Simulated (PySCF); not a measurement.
PySCF input for methyl formate cation (C2H4O2), SMILES COC=O (connectivity only; charge and spin as stated), charge +1, multiplicity 2, PBE-D3(BJ)/def2-SVP. Coordinates come from a PBE-D3(BJ)/def2-SVP optimisation. The spin state was assumed, not searched. The values are those of a single conformer.

```python
import numpy as np
from pyscf import gto, scf, dft, df
from pyscf.hessian import thermo

mol = gto.M(
    atom='''
    C    -0.35695867    1.47626163   -0.00000000
    O     0.65897430    0.42358703    0.00000000
    C     0.45192273   -0.86332778    0.00000000
    O    -0.69109743   -1.34579439   -0.00000000
    H    -0.96234395    1.41138120   -0.92424136
    H     0.25565570    2.40262922    0.00000001
    H    -0.96234396    1.41138120    0.92424136
    H     1.35623287   -1.52533580   -0.00000000
    ''',
    basis='def2-SVP',
    charge=1,
    spin=1,
    max_memory=1600,
    verbose=3,
)
mf = dft.UKS(mol, xc='pbe').density_fit(auxbasis='def2-universal-jkfit')
mf.disp = 'd3bj'
mf.grids.level = 3
mf.conv_tol = 1e-11
mf.max_cycle = 100
mf.kernel()
fine, coarse = mf.grids, dft.Grids(mol).set(level=1).build(with_non0tab=True)
for _ in range(3):  # follow internal instabilities
    mf.grids = coarse
    mo, _, stable, _ = mf.stability(return_status=True, nroots=4)
    mf.grids = fine
    if stable:
        break
    mf.kernel(mf.make_rdm1(mo, mf.mo_occ))

# [left out here: the lines that compute and print the analytic Hessian (its translational invariance restored by hand, since the grid's response is missing), thermochemistry and intensities]
```

It prints:

```

WARN: HOMO -0.359542915008806 >= LUMO -0.359542915008806

converged SCF energy = -228.252710862248  <S^2> = 0.75324718  2S+1 = 2.0032446
<class 'pyscf.df.df_jk.DFUKS'> wavefunction is stable in the internal stability analysis

WARN: DFTD3 does not support analytical Hessian, using finite difference


WARN: Mole.unit (angstrom) is changed to Bohr

Mode                                 0                   1                   2
Irrep
Freq [cm^-1]                       65.3909            244.5211            303.3622
Reduced mass [au]                   1.1331              3.4439              2.5722
Force const [Dyne/A]                0.0029              0.1213              0.1395
Char temp [K]                      94.0830            351.8115            436.4707
Normal mode                   x     y     z       x     y     z       x     y     z
       0   C                 0.00  0.00 -0.02   -0.07 -0.13  0.00    0.00  0.00  0.06
       1   O                -0.00  0.00  0.07    0.11 -0.01 -0.00   -0.00  0.00 -0.13
       2   C                -0.00 -0.00 -0.02    0.01  0.04  0.00   -0.00 -0.00  0.15
       3   O                 0.00 -0.00 -0.04   -0.04  0.12 -0.00    0.00 -0.00 -0.07
       4   H                -0.34 -0.36  0.24   -0.07 -0.28  0.01   -0.16  0.07  0.16
       5   H                 0.00 -0.00 -0.53   -0.24 -0.04 -0.00    0.00  0.00 -0.02
       6   H                 0.34  0.36  0.24   -0.07 -0.28 -0.01    0.16 -0.07  0.16
       7   H                 0.00  0.00  0.01   -0.08 -0.09  0.00    0.00  0.00  0.48
Mode                                 3                   4                   5
Irrep
Freq [cm^-1]                      367.7877            755.4133            879.6047
Reduced mass [au]                   8.2041              6.1135              1.4802
Force const [Dyne/A]                0.6538              2.0555              0.6747
Char temp [K]                     529.1646           1086.8715           1265.5554
Normal mode                   x     y     z       x     y     z       x     y     z
       0   C                 0.01  0.03 -0.00   -0.12  0.18  0.00   -0.00  0.00 -0.03
       1   O                 0.11  0.03  0.00    0.07 -0.10  0.00    0.00 -0.00  0.03
       2   C                -0.10  0.14 -0.00    0.06 -0.04  0.00    0.00  0.00 -0.16
       3   O                -0.03 -0.15 -0.00   -0.01  0.00 -0.00    0.00 -0.00  0.04
       4   H                -0.00 -0.08  0.02   -0.11  0.01  0.01   -0.09  0.01  0.04
       5   H                -0.06  0.05 -0.00   -0.04  0.09 -0.00    0.00 -0.00  0.24
       6   H                -0.00 -0.08 -0.02   -0.11  0.01 -0.01    0.09 -0.01  0.04
       7   H                -0.19 -0.02 -0.00   -0.06 -0.24 -0.00   -0.00 -0.00  0.75
Mode                                 6                   7                   8
Irrep
Freq [cm^-1]                     1028.6119           1077.4803           1099.2437
Reduced mass [au]                   5.3009              1.2859              1.3173
Force const [Dyne/A]                3.3045              0.8796              0.9378
Char temp [K]                    1479.9434           1550.2542           1581.5670
Normal mode                   x     y     z       x     y     z       x     y     z
       0   C                -0.04 -0.01  0.00    0.00  0.00  0.13    0.10  0.07 -0.00
       1   O                 0.09  0.13 -0.00   -0.00 -0.00 -0.03   -0.04  0.00  0.00
       2   C                -0.04 -0.18 -0.00    0.00  0.00 -0.05    0.02 -0.04  0.00
       3   O                -0.03 -0.02  0.00   -0.00 -0.00  0.01   -0.03 -0.01 -0.00
       4   H                 0.03  0.17 -0.07    0.41 -0.20 -0.13    0.01 -0.38  0.09
       5   H                -0.17  0.12 -0.00   -0.00  0.00 -0.50   -0.46  0.44  0.00
       6   H                 0.03  0.17  0.07   -0.41  0.20 -0.13    0.01 -0.38 -0.09
       7   H                 0.11  0.04  0.00    0.00  0.00  0.24    0.13  0.12 -0.00
Mode                                 9                  10                  11
Irrep
Freq [cm^-1]                     1224.9605           1229.1795           1374.3539
Reduced mass [au]                   1.2184              1.0451              1.1130
Force const [Dyne/A]                1.0772              0.9304              1.2386
Char temp [K]                    1762.4454           1768.5157           1977.3892
Normal mode                   x     y     z       x     y     z       x     y     z
       0   C                 0.03 -0.01 -0.00    0.00  0.00 -0.00   -0.05 -0.00 -0.00
       1   O                -0.04  0.05  0.00   -0.00 -0.00 -0.04   -0.01 -0.05  0.00
       2   C                -0.02 -0.02 -0.00    0.00  0.00  0.03   -0.02  0.03 -0.00
       3   O                 0.07  0.01  0.00   -0.00 -0.00 -0.01    0.02  0.01  0.00
       4   H                 0.00  0.01  0.02    0.09 -0.56  0.01    0.51  0.06 -0.36
       5   H                -0.16  0.13 -0.00   -0.00  0.00  0.56   -0.28  0.16 -0.00
       6   H                 0.00  0.01 -0.02   -0.09  0.56  0.01    0.51  0.06  0.36
       7   H                -0.51 -0.71 -0.00   -0.00 -0.00 -0.06   -0.02  0.05  0.00
Mode                                12                  13                  14
Irrep
Freq [cm^-1]                     1386.6150           1467.9557           2948.8813
Reduced mass [au]                   1.2129              5.8486              1.0624
Force const [Dyne/A]                1.3740              7.4255              5.4433
Char temp [K]                    1995.0303           2112.0614           4242.7836
Normal mode                   x     y     z       x     y     z       x     y     z
       0   C                 0.04 -0.06  0.00    0.01 -0.04  0.00   -0.00  0.02  0.00
       1   O                 0.02 -0.08  0.00   -0.02  0.05  0.00   -0.00  0.00 -0.00
       2   C                -0.01  0.04 -0.00    0.20  0.05 -0.00   -0.06  0.03 -0.00
       3   O                 0.01  0.01  0.00   -0.14 -0.06  0.00    0.00  0.00  0.00
       4   H                -0.20  0.44  0.12    0.07  0.12 -0.05    0.15  0.02  0.22
       5   H                -0.47  0.28 -0.00   -0.06 -0.02 -0.00   -0.24 -0.35 -0.00
       6   H                -0.20  0.44 -0.12    0.07  0.12  0.05    0.15  0.02 -0.22
       7   H                 0.03  0.10  0.00    0.00 -0.24  0.00    0.65 -0.45  0.00
Mode                                15                  16                  17
Irrep
Freq [cm^-1]                     2967.3206           3084.3265           3123.3049
Reduced mass [au]                   1.0464              1.1059              1.1116
Force const [Dyne/A]                5.4283              6.1986              6.3891
Char temp [K]                    4269.3136           4437.6591           4493.7404
Normal mode                   x     y     z       x     y     z       x     y     z
       0   C                -0.01  0.03  0.00    0.08  0.05  0.00   -0.00 -0.00  0.09
       1   O                 0.00  0.01 -0.00   -0.00  0.00 -0.00    0.00 -0.00 -0.00
       2   C                 0.03 -0.03 -0.00   -0.00 -0.01 -0.00    0.00  0.00 -0.00
       3   O                 0.00 -0.00  0.00    0.00  0.00 -0.00   -0.00 -0.00  0.00
       4   H                 0.22  0.03  0.33   -0.26 -0.03 -0.42   -0.37 -0.06 -0.55
       5   H                -0.32 -0.48 -0.00   -0.35 -0.53  0.00    0.00  0.00  0.03
       6   H                 0.22  0.03 -0.33   -0.26 -0.03  0.42    0.37  0.06 -0.55
       7   H                -0.45  0.32  0.00   -0.01  0.02  0.00    0.00 -0.00  0.01
temperature 298.1500 [K]
pressure 101325.00 [Pa]
Rotational constants [GHz] 21.25427 6.24260 4.98942
Symmetry number 1
Zero-point energy (ZPE) 0.05611 [Eh]   147310.029 [J/mol]
                           tot       elec      trans        rot        vib
Entropy [J/mol/K]       303.585      5.763    159.820     99.160     38.842
Cv [J/mol/K]             66.021      0.000     12.472     12.472     41.077
Cp [J/mol/K]             74.335      0.000     20.786     12.472     41.077
Internal energy [J/mol]                      3718.434   3718.434 153461.310
Internal energy [Eh]   -228.19143  -228.25271
Enthalpy [J/mol]                             6197.391   3718.434 153461.310
Enthalpy [Eh]          -228.19048
Gibbs free energy [J/mol]                  -41452.949 -25846.070 141880.575
Gibbs free energy [Eh] -228.22496
mode   freq/cm-1   IR/(km/mol)
   1       65.39         0.482
   2      244.52        74.305
   3      303.36        38.650
   4      367.79       110.639
   5      755.41        59.060
   6      879.60         9.727
   7     1028.61        90.770
   8     1077.48         0.862
   9     1099.24         1.866
  10     1224.96        17.210
  11     1229.18        37.573
  12     1374.35        71.760
  13     1386.62        14.480
  14     1467.96        30.685
  15     2948.88       294.666
  16     2967.32        46.437
  17     3084.33        96.763
  18     3123.30         7.448
max |gradient| / (hartree/bohr): 6.554803050812587e-05
APT charges: [ 0.0182  0.0535 -0.0399  0.1448  0.1334  0.2566  0.1334  0.3   ]
```

The calculation finished and met its thresholds.
